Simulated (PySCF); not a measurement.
Ionisation energy of N by level of theory

N [He] 2s2 2p3 (4S) → N⁺ [He] 2s2 2p2 (3P), as a difference of total energies. Calculation: PySCF 2.14, in aug-cc-pVDZ (4s3p2d, 23 functions); no relativity, point nucleus. Correlated levels: valence: 1s2 frozen. The calculations carry no spin-orbit coupling.

| method | ionisation energy (eV) |
| --- | --- |
| UHF | 13.930 |
| TPSS | 14.680 |
| M06-L | 14.865 |
| MP2 (valence) | 14.478 |
| SCS-MP2 (valence) | 14.260 |
| CCSD (valence) | 14.346 |
| CCSD(T) (valence) | 14.357 |

Q: How much does correlation contribute at CCSD(T) (valence)?

A: 14.357 − (13.930) = 0.427 eV, measured against UHF.

Errors of the correlated levels include the incompleteness of this basis and the frozen core.

For comparison: 14.545 eV (measured; NIST levels, between the centres of gravity of the two terms).
